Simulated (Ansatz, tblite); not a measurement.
# The cluster Li2Si2+: rung by rung

An exercise on one series of results from a longer session: the logs are not shown, and one member is left open.

Method: as each input shows; program: Ansatz 0.2.0, Gaussian basis.

The runs, in order: GFN1-xTB, GFN2-xTB, PBE-D4/def2-TZVP, r2SCAN-D4/def2-TZVP, ωB97M-V/def2-TZVP, LDA/def2-TZVP, r2SCANh-D4/def2-TZVP, PBE-QIDH/def2-TZVP, r2SCAN0-D4/def2-TZVP, PBE-D4/def2-SVP, PBE0-D4/def2-SVP, HF/STO-3G, HF/6-31G, B3LYP-D4/6-31G, CCSD(T)/def2-TZVPP, MP2/def2-TZVP, RPA/def2-TZVP.

## The structure

The geometry is that of the doublet, from an earlier relaxation (PBE0-D4/def2-TZVP). At that level it is the lowest of the isomers that a small search found.

4 atoms, charge 1, spin multiplicity 2.

Bond lengths: Li1–Si3 2.692 Å, Li1–Si4 2.692 Å, Li2–Si3 2.692 Å, Li2–Si4 2.692 Å, Si3–Si4 2.107 Å. Angles: Si3–Li1–Si4 46.1°, Si3–Li2–Si4 46.1°, Li1–Si3–Li2 98.7°, Li1–Si3–Si4 67.0°, Li2–Si3–Si4 67.0°, Li1–Si4–Li2 98.7°, Li1–Si4–Si3 67.0°, Li2–Si4–Si3 67.0°.

Geometry (Å):

```
Li    1.32726    1.70109   -0.08564
Li   -1.42501   -1.11145   -1.18181
Si   -0.72615    0.32744    0.98299
Si    0.82391   -0.91707    0.28446
```

The ion is computed in the gas phase, without counter-ions or solvent.

PBE0-D4/def2-TZVP was run before; its log isn't repeated, and its numbers join the tables.

The first run:

Tight binding, by tblite at 300 K electronic temperature and without a spin-polarisation term:

```python
tblite.interface.Calculator('GFN1-xTB', numbers, positions, charge=1, uhf=1).singlepoint()
```

Tight binding, by tblite at 300 K electronic temperature and without a spin-polarisation term:

```python
tblite.interface.Calculator('GFN2-xTB', numbers, positions, charge=1, uhf=1).singlepoint()
```

start.molden holds the orbitals of an earlier run on this state, given as this run's starting guess.

Input file in.yaml:

```yaml
crystal:
  periodic: [false, false, false]
  atoms:
    - {symbol: Li, position_ang: [1.327261, 1.701092, -0.085640]}
    - {symbol: Li, position_ang: [-1.425009, -1.111453, -1.181812]}
    - {symbol: Si, position_ang: [-0.726148, 0.327437, 0.982992]}
    - {symbol: Si, position_ang: [0.823906, -0.917067, 0.284460]}
basis:
  gaussian: {orbitals: def2-TZVP, initial_orbitals: start.molden}
total_charge: 1
magnetization: {spin_polarized: true, initial_magnetization: 1}
hamiltonian: {xc: pbe, dispersion: d4}
scf: {omitted_lower_state_checks: [starts]}
output: {orbitals: {seedname: orbitals}}
```

Started as:

```sh
$ ansatz run in.yaml --threads 4 --pin off --events-out ev --progress --plain --max-ram 3916MiB
```

Steps of the session up to this table: PBE-D4/def2-TZVP; r2SCAN-D4/def2-TZVP; ωB97M-V/def2-TZVP; LDA/def2-TZVP; r2SCANh-D4/def2-TZVP; PBE-QIDH/def2-TZVP; r2SCAN0-D4/def2-TZVP; PBE-D4/def2-SVP; PBE0-D4/def2-SVP; HF/STO-3G; HF/6-31G; B3LYP-D4/6-31G; CCSD(T)/def2-TZVPP; MP2/def2-TZVP; RPA/def2-TZVP.

One table of the session follows, with a row left open; its other results are not shown here.

It belongs to the step «Levels side by side». 

```
               level  HOMO (eV)  LUMO (eV)  gap (eV)
           HF/STO-3G     -10.09      -1.70      8.39
            HF/6-31G          ?          ?         ?
       LDA/def2-TZVP      -9.39      -8.58      0.80
     PBE-D4/def2-SVP      -9.47      -8.38      1.09
    PBE-D4/def2-TZVP      -9.35      -8.28      1.07
 r2SCAN-D4/def2-TZVP      -9.50      -8.02      1.48
r2SCANh-D4/def2-TZVP      -9.81      -7.71      2.09
      B3LYP-D4/6-31G     -10.12      -7.81      2.31
    PBE0-D4/def2-SVP     -10.30      -7.57      2.73
   PBE0-D4/def2-TZVP     -10.17      -7.44      2.72
r2SCAN0-D4/def2-TZVP     -10.27      -7.25      3.01
   ωB97M-V/def2-TZVP     -11.86      -5.82      6.04
```

**Question.** Estimate the row for HF/6-31G.

**Answer.** HOMO (eV): -12.15; LUMO (eV): -4.23; gap (eV): 7.92. In the column «HOMO (eV)» it is the lowest.

Caveats from the session: Doubts: large T1 diagnostic, spin contamination. Notes on CCSD(T)/def2-TZVPP: large T1 diagnostic, spin contamination.
